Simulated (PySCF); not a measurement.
**Electric field gradients and quadrupole coupling constants**

Compound: CH2ClF.
Z-matrix (Å and degrees, PBE0-D3(BJ)/def2-TZVP geometry), rows numbered from 1:
```
F 
C   1  1.3544
Cl  2  1.7661  1  110.51
H   2  1.0892  1  109.27  3   118.43
H   2  1.0893  1  109.24  3  -118.39
```

The species is `FCCl` (CH2ClF).

Field gradients from the PBE0/pcSseg-2 density (PySCF, non-relativistic), principal values in atomic units, ordered |Vxx| ≤ |Vyy| ≤ |Vzz|:

```json
{"atom": "Cl3", "Vxx": "-1.6943", "Vyy": "-2.0596", "Vzz": "3.7539"}
```

Q: Find the asymmetry η = (Vxx − Vyy)/Vzz and the couplings χ = eQV/h (234.96 MHz × Q in barn × V in au), with Q(35Cl) = −0.0817 b.

A: 
```
atom                       environment  nucleus     η  χzz (MHz)  χxx (MHz)  χyy (MHz)
 Cl3  chlorine on a fluorinated carbon     35Cl  0.10     -72.06      32.52      39.54
```

The tensor is traceless: Vxx + Vyy + Vzz = 0.

Q: What is Vzz at Cl3 in SI units (1 au = 9.71736 × 10²¹ V/m²)?

A: 3.7539 au = 36.478 × 10²¹ V/m².

Q: And the gradient at the other heavy atoms, for which no coupling is worked out here?

A: 
```tsv
atom	environment	Vzz (au)	η
F1	alkyl fluorine	3.029	0.11
C2	sp3 C–F carbon	-0.517	0.77
```

Q: What couplings would deuterons (Q(2H) = 0.00286 b) have in place of the hydrogens, at this geometry?

A: 
```tsv
atom	bonded to	bond length (Å)	Vzz (au)	η	χzz (kHz)
H4	C2	1.089	0.2717	0.06	183
H5	C2	1.089	0.2716	0.06	183
```

Isolated species at its PBE0-D3(BJ)/def2-TZVP geometry, gas phase.
